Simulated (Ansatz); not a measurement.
# Beryllium (dhcp) across density functionals

All rows: Ansatz, plane waves with scalar-relativistic PAW, 420 eV (500 eV for the SCAN forms), relaxed under each functional, no dispersion correction, no zero-point motion. B₀ comes from uniform scaling at fixed shape; a dash is a value not given.

| functional | V (Å³/atom) | cell | B₀ (GPa) | magnetic state | ΔE to hcp (meV/atom) |
| --- | --- | --- | --- | --- | --- |
| PBE | 7.90 | a = 2.255 Å, c = 7.178 Å (c/a = 3.183) | 123 | spin not included | 34 |
| r²SCAN | 7.90 | a = 2.254 Å, c = 7.180 Å (c/a = 3.185) | 124 | spin not included | 35 |
| PBEsol | 7.83 | a = 2.247 Å, c = 7.160 Å (c/a = 3.186) | 124 | spin not included | 33 |
| LDA | 7.54 | a = 2.218 Å, c = 7.075 Å (c/a = 3.189) | 131 | spin not included | 33 |
| revPBE | 8.08 | a = 2.272 Å, c = 7.227 Å (c/a = 3.181) | 118 | spin not included | 34 |
| RPBE | 8.11 | a = 2.275 Å, c = 7.236 Å (c/a = 3.181) | 118 | spin not included | 34 |
| BLYP | 7.92 | a = 2.259 Å, c = 7.166 Å (c/a = 3.171) | 120 | spin not included | 36 |

LDA gives the smallest volume and RPBE the largest.
